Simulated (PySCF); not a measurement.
Species: C4H5N.
Atom-mapped SMILES: `[CH:1]#[C:2][CH2:3][N:4]=[CH2:5]` (hydrogens: H6 on C1; H7, H8 on C3; H9, H10 on C5)

Theory: core-valence-separated Tamm–Dancoff BHandHLYP/aug-pcX-1 (pcseg-1 on H) in PySCF, non-relativistic, gas phase, PBE0-D3(BJ)/def2-SVP geometry.

Computed nitrogen K-edge spectrum, Gaussian lines of 0.6 eV full width, highest printed point 100; it ends one width below the last computed root. The energies are unshifted.

```
photon energy (eV)  absorption
             395.4           1
             395.6           5
             395.8          26
             396.0          70
             396.2         100
             396.4          78
             396.6          33
             396.8           7
             397.0           1
             397.2           0
             397.4           0
             397.6           0
             397.8           0
             398.0           0
             398.2           0
             398.4           0
             398.6           0
             398.8           0
             399.0           0
             399.2           0
             399.4           0
             399.6           0
             399.8           0
             400.0           0
             400.2           1
             400.4           5
             400.6          16
             400.8          29
             401.0          32
             401.2          25
             401.4          16
             401.6          10
             401.8           7
             402.0           6
             402.2           4
```

**Question.** Assign the maxima to core holes.

**Answer.** 2 maxima:
- 396.2 eV: N4 (imine nitrogen), 396.22 eV, f = 0.062, 100 % of the height at the exact maximum
- 400.9 eV: N4 (imine nitrogen), 400.88 eV, f = 0.017, 83 % of the height at the exact maximum; N4 (imine nitrogen), 401.29 eV, f = 0.008, 17 % of the height at the exact maximum

Roots within 0.03 eV on the same or equivalent atoms count as one line; shares under 12 % aren't listed.

Vibrational structure and lifetime widths aren't in the curve. The ionisation threshold wasn't computed; near and above it a finite basis only mimics Rydberg series and continuum.

Time: 7.0 s of wall time; peak memory 0.77 GiB. Hardware: one thread, Intel Xeon 6975P-C (x86_64), shared host.

Conformer computed: `[CH:1]#[C:2][CH2:3][N:4]=[CH2:5]`: C2–C3–N4–C5 0°.

One conformer stands for the species.
